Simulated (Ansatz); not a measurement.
System: MgSiP2 (I-42d, No. 122, 8 atoms in the cell). Method: rVV10 in Ansatz (PAW).

Numerical settings: plane-wave cutoff 520 eV, 8×8×8 k mesh, Fermi–Dirac smearing 0.01 eV, scalar-relativistic PAW data made under PBE.

Computed at the level's own relaxed cell.

```yaml
crystal:
  lattice:
    - [-2.86979, 2.86979, 5.17331]
    - [2.86979, -2.86979, 5.17331]
    - [2.86979, 2.86979, -5.17331]
  atoms:
    - { symbol: Mg, position: [0.00000, 0.00000, 0.00000] }
    - { symbol: Mg, position: [0.75000, 0.25000, 0.50000] }
    - { symbol: Si, position: [0.50000, 0.50000, 0.00000] }
    - { symbol: Si, position: [0.25000, 0.75000, 0.50000] }
    - { symbol: P, position: [0.87500, 0.83485, 0.45985] }
    - { symbol: P, position: [0.16515, 0.62500, 0.04015] }
    - { symbol: P, position: [0.37500, 0.41515, 0.54015] }
    - { symbol: P, position: [0.58485, 0.12500, 0.95985] }
```

Q: List the 22 lowest band energies at Γ above −25 eV (eV, relative to the valence band maximum), grouping those that round alike.

A: At Γ: -12.13, -9.38 (×2), -9.25, -8.13, -4.86, -3.92 (×2), -3.64, -3.01, -2.71, -1.61 (×2), -0.25 (×2), 0.00, 1.44, 2.44, 2.63, 3.81 (×2), 3.93.

Ansatz is a program for electronic structure.
